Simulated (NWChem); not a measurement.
Correlation energy of CH

```xyz
2

C      0.0000     0.0000     0.1620
H      0.0000     0.0000    -0.9722
```
Charge 0, spin multiplicity 2.

All runs are NWChem calculations. Structure: optimised with UPBE0/def2-SVP, a minimum by its harmonic frequencies.

Basis set: 3-21G. Each correlation energy counts from its own Hartree-Fock reference.

The correlated methods keep 1 core orbital frozen. This spin state was chosen for the runs; another may lie lower. The structure started from a generated list of species. The unpaired electrons of the parent sit in orbitals of symmetry b1 (C2v labels of the run); other states weren't searched. The stability of the SCF solutions was not checked. Open-shell Hartree-Fock references start from PBE0 orbitals. Coupled-cluster values serve here as a point of comparison, not as the truth.

**Question.** One of these methods gave a correlation energy of -63.9 mHa. Which?
A. UMP2
B. CCSD(T) on ROHF
C. SCS-UMP2
D. CCSD on UHF

**Answer.** D, CCSD on UHF. The others give -65.7 (CCSD(T) on ROHF), -49.6 (SCS-UMP2), -45.1 (UMP2).
